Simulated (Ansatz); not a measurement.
```yaml
crystal:
  periodic: [false, false, false]
  atoms:
    - {symbol: C, position_ang: [-2.545144, 1.552595, -1.573784]}
    - {symbol: Si, position_ang: [-0.202228, -1.898246, -0.743331]}
    - {symbol: Al, position_ang: [3.752073, -0.125305, 2.961510]}
    - {symbol: H, position_ang: [-4.261589, 0.610535, -3.047810]}
    - {symbol: H, position_ang: [-1.471840, 3.364872, -2.803255]}
    - {symbol: H, position_ang: [-3.707215, 2.456671, 0.490988]}
    - {symbol: H, position_ang: [1.334370, -2.864424, -3.679341]}
    - {symbol: H, position_ang: [-1.729003, -3.730413, 0.284347]}
    - {symbol: H, position_ang: [3.472219, -0.519067, 6.353377]}
    - {symbol: H, position_ang: [6.643916, 1.046380, 1.932079]}
basis:
  gaussian: {orbitals: cc-pVTZ, final_grid: {core_spheres: 20, valence_spheres: 16, degree: 47}, point_charges: [{charge: 0.50, position_ang: [7.103, 0.712, -0.987]}]}
hamiltonian: {xc: {name: rPW86-PBE}, dispersion: d4}
scf: {lower_state_search: off}
output: {forces: true}
```

```sh
$ ansatz run in.yaml --threads 2 --pin off --events-out ev --progress --plain --max-ram 4352MiB
```

Output, abridged:

```
Functional definition: rPW86-PBE
1132 factors; their error is unknown
mean field evaluation 1: about -15593.9548 eV, gradient 3.9e1 eV
mean field evaluation 2: about -15235.7939 eV, gradient 1.4e2 eV
mean field evaluation 4: about -15449.2870 eV, gradient 1.0e2 eV
mean field evaluation 8: about -15614.7095 eV, gradient 5.9e0 eV
mean field evaluation 16: about -15615.0640 eV, gradient 1.9e-6 eV
mean field -15615.06396148 eV, -573.8430163137 hartree, gradient 1.9e-6 eV, S^2 0.000000; 0 other end points of the search recorded, 0 dependent functions left out
reference -15615.06420511 eV, -573.8430252673 hartree; 20, 20 occupied and 176, 176 virtual orbitals, 1132 factors
Total energy: -15615.20545689 eV, -573.8482161745 hartree
Atom 0 at    -2.545144     1.552595    -1.573784 Å, force    -1.000438     0.942966    -0.607419 eV/Å
Atom 1 at    -0.202228    -1.898246    -0.743331 Å, force    -1.006674    -1.457897     0.064020 eV/Å
Atom 2 at     3.752073    -0.125305     2.961510 Å, force     0.651617     0.221166     0.467597 eV/Å
Atom 3 at    -4.261589     0.610535    -3.047810 Å, force     1.243612     0.703160     1.064730 eV/Å
Atom 4 at    -1.471840     3.364872    -2.803255 Å, force    -0.808736    -1.325859     0.912057 eV/Å
Atom 5 at    -3.707215     2.456671     0.490988 Å, force     0.723265    -0.541613    -1.300319 eV/Å
Atom 6 at     1.334370    -2.864424    -3.679341 Å, force    -0.405161     0.209889     0.782637 eV/Å
Atom 7 at    -1.729003    -3.730413     0.284347 Å, force     1.271005     1.470488    -0.891875 eV/Å
Atom 8 at     3.472219    -0.519067     6.353377 Å, force     0.028071     0.066000    -0.654899 eV/Å
Atom 9 at     6.643916     1.046380     1.932079 Å, force    -0.717207    -0.333777    -0.015418 eV/Å
Dipole moment:    -0.363750    -0.448558     0.511916 e Å
Checks for a lower state left out: stability, starts, cluster_reference, orbital_swaps, neighbouring_geometries, increment
```

(1) What is wrong with this run?

## Answers

(1) The geometry is stretched to more than twice its size. The run converged. The result belongs to that input, not to the molecule as meant.
